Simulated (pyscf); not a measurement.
Optimised with ωB97X-D3(BJ)/def2-SVP in PySCF.

### Question
For the elementary gas-phase step [O–Ti(OH)(OH)–Cl]• + hydrogen (H₂) → HO–Ti(OH)(OH)–Cl + H atom (H•) (doublet surface; H–H broken, H–O formed), what barrier and reaction energy does ωB97M-D3(BJ)/def2-TZVP give, measured from the separated reactants?

### Answer
ΔE‡ = 3.0 kcal/mol, ΔE = -17.3 kcal/mol. Zero-point energy shifts the barrier by -0.2 kcal/mol. It is a hydrogen abstraction, with an imaginary mode of 799i cm⁻¹. This is the saddle that the search found; another between the same sides may lie lower. The angle at the transferred H is 155°. Open-shell species with a d-block atom are single-reference here; other states, and whether the spin sits on metal or ligand, were not checked.
